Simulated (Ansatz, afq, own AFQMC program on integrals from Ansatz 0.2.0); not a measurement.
# BH$_{2}$, doublet in cc-pVDZ, levels against full CI

```xyz
3

B     0.0000   -0.0762   -0.0080
H     0.0000    0.3845   -0.9827
H     0.0000    0.4329    1.0690
```

Basis cc-pVDZ. Only valence electrons are correlated. Ansatz 0.2.0 and our own AFQMC program on the same integrals; the CISD trial comes from CCSD amplitudes, and released means the phaseless constraint is let go. ± is one standard error of the sampling.

Determinant: UHF, the one that the program's search chose, which needn't be the lowest solution. The geometry is a point of a scan.

Full CI on the same integrals is exact in this basis and with this determinant's frozen core.

- T1 diagnostic: 0.0076
- weight of the determinant in the CISD state: 0.955
- ⟨S²⟩ of the determinant: 0.753
- size of the correlated space: 5 electrons in 23 orbitals

| level | correlation energy (eV) |
| --- | --- |
| MP2 | -1.7876 |
| CCSD | -2.3155 |
| CCSD(T) | -2.3450 |

Problem. Estimate where full CI lies against CCSD(T) on the same integrals.

Solution. 0.36 mEh below CCSD(T).

Reference: full CI, correlation energy -2.355 eV. The released energy is read at 2.40 1/Eh (meV from the phaseless value at times in 1/Eh: -0.4 ± 0.5 at 0.24, -0.8 ± 0.4 at 0.51, -1.6 ± 0.4 at 0.99, -2.3 ± 0.4 at 1.62, -1.9 ± 0.4 at 2.40).

| level | E − E(reference) (mEh) | share of correlation (%) |
| --- | --- | --- |
| CCSD(T) | 0.36 | 99.59 |
| CCSDT | 0.02 | 99.98 |
| CCSDT(Q) | 0.00 | 100.00 |
| CCSDTQ | 0.00 | 100.00 |
| ph-AFQMC/CISD | 0.04 ± 0.03 | 99.95 |
| released AFQMC | -0.03 ± 0.01 | 100.03 |

CCSDT and higher add their correlation energy to the determinant of the CCSD(T) run, since their own runs factorise the integrals more tightly (a shift of under 2 meV). A walk keeps the symmetry of its determinant, which the program's search chose and which needn't be the lowest solution, so a lower state of the same spin and another symmetry isn't excluded. Released energies are given only where the last usable release times agree within the noise; a slower fall can still hide under it.
